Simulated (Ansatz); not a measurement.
Reaction (SMILES): [SiH3] (SiH3) → 3 H atom + Si atom
B3LYP-D3(BJ)/def2-TZVP geometries, fixed; electronic energies without zero-point terms.
Largest species:
```
Si
H 1 1.4828
H 1 1.4828 2 111.02
H 1 1.4828 2 111.02 3 124.02
```
Charge 0, spin multiplicity 2.

Energies in hartree at wB97M-V with Ansatz (a program for electronic structure); the atomisation energy is their sum with the coefficients shown, times 627.509 kcal/mol a hartree. All functions are spherical. The program fits the integrals of some runs and decomposes those of others, by size. Open shells are unrestricted. The functional holds VV10 correlation; no added dispersion term, no relativity.

| species | coefficient | part | cc-pV(D+d)Z | cc-pV(T+d)Z | cc-pV(Q+d)Z |
|---|---|---|---|---|---|
| [SiH3] (SiH3) | -1 | wB97M-V | -291.18698 | -291.20166 | -291.20566 |
| H atom | +3 | wB97M-V | -0.49171 | -0.49411 | -0.49448 |
| Si atom | +1 | wB97M-V | -289.35042 | -289.35716 | -289.36057 |

Question: Predict the atomisation energy in cc-pV(5+d)Z (X = 5): let each wB97M-V step shrink by the ratio of the last two. Compare with the run.

Answer: 
- [SiH3] (SiH3): steps -0.01468 and -0.00400, ratio 0.272, so wB97M-V -291.20675 (run: -291.20695).
- H atom: steps -0.00240 and -0.00037, ratio 0.154, so wB97M-V -0.49454 (run: -0.49463).
- Si atom: steps -0.00674 and -0.00341, ratio 0.506, so wB97M-V -289.36230 (run: -289.36160).
Predicted 226.42 kcal/mol; the run in cc-pV(5+d)Z gives 226.82, a miss of -0.40. Keeping the value in cc-pV(Q+d)Z, 226.94, would miss by 0.12. All sums are of the energies as printed.
